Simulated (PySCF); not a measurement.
Species: nitrosomethane, CH₃NO.
SMILES with atom numbers: `[CH3:1][N:2]=[O:3]` (hydrogens: H4, H5, H6 on C1)

Method: PBE0/6-31+G* geometry optimisation, gas phase in PySCF; density fitting, grid level 1; the optimiser is geomeTRIC in internal coordinates, started from a GFN2-xTB structure.

Geometry at step 0:
```
atom  x, y, z in Å
C1     -0.4194    0.0427    0.0222
N2      0.8704   -0.5867    0.1255
O3      1.8313    0.0669   -0.2117
H4     -0.8606    0.0135    1.0194
H5     -1.0321   -0.5993   -0.6120
H6     -0.3864    1.0649   -0.3650
```

Q: What forces act on the atoms?

A: 
```
atom  Fx (eV/Å)  Fy (eV/Å)  Fz (eV/Å)
  C1     -0.276      0.629     -0.204
  N2      1.143     -0.568      0.091
  O3     -0.770      0.024      0.072
  H4     -0.080     -0.034      0.189
  H5     -0.104     -0.149     -0.104
  H6      0.086      0.097     -0.044
```

The largest, 1.28 eV/Å, acts on N2; the rms over all components is 0.398 eV/Å. The forces sum to zero within rounding, as they must for an isolated molecule in no field.

Q: Give the force on N2 in Eh/bohr and in nN.

A: 1.280 eV/Å ÷ 51.422 = 0.02488 Eh/bohr, and 1.280 eV/Å × 1.602 = 2.05 nN.

Q: How far is this geometry from the end of the optimisation?

A: 0.031 eV above it, and 0.026 Å rms away after alignment. The bonds farthest from their final lengths, with half the difference of the two atoms' forces along the bond (positive lengthens):

```tsv
bond	now (Å)	final (Å)	force along bond (eV/Å)
C1–N2	1.439	1.470	+0.91
N2=O3	1.210	1.202	-0.60
C1–H5	1.091	1.096	+0.15
C1–H4	1.091	1.096	+0.15
```

The angle farthest from its final value is C1–N2–O3, 117.1° against 113.7°.

What follows is the cost of the whole optimisation. Time: 5.4 s; peak memory 0.29 GiB. Hardware: an Intel Xeon Platinum 8488C with one thread, shared host with 192 logical CPUs at a one-minute load of 24.
